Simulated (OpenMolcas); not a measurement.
**Cl2 (chlorine): a two-point extrapolation**

The species is Cl2 (2 atoms), meant as a singlet with charge 0. As SMILES, `ClCl`. The coordinates come from a GFN2-xTB relaxation.

```jsonl
{"atom": "Cl", "x (Å)": "0.8599", "y (Å)": "-0.2863", "z (Å)": "0.4409"}
{"atom": "Cl", "x (Å)": "-0.8599", "y (Å)": "0.2863", "z (Å)": "-0.4409"}
```

MP2 energies, 10 core orbitals frozen (OpenMolcas 26.06):

| basis | X | functions | Hartree–Fock (Eh) | correlation (Eh) |
| --- | --- | --- | --- | --- |
| cc-pVDZ | 2 | 36 | -918.960953 | -0.270932 |
| cc-pVTZ | 3 | 68 | -918.998358 | -0.378295 |
| cc-pVQZ | 4 | 118 | -919.006837 | -0.417396 |

The correlation energy converges as X⁻³, the Hartree–Fock energy about exponentially.

Problem. Estimate the basis-set limit from the two largest sets.

Solution. 
1. Correlation: E(∞) = (4³ E(4) − 3³ E(3))/(4³ − 3³) = (64 × (-0.417396) − 27 × (-0.378295))/37 = -0.445929 Eh.
2. Hartree–Fock: successive steps shrink by 0.227; summing the geometric tail gives -919.006837 + (-0.008479) × 0.227/(1 − 0.227) = -919.009322 Eh.
3. Total: -919.009322 + (-0.445929) = -919.455251 Eh.
4. cc-pVQZ holds 93.6 % of the extrapolated correlation energy, cc-pVTZ 84.8 %.

This is an estimate of the method's limit, not an exact energy.
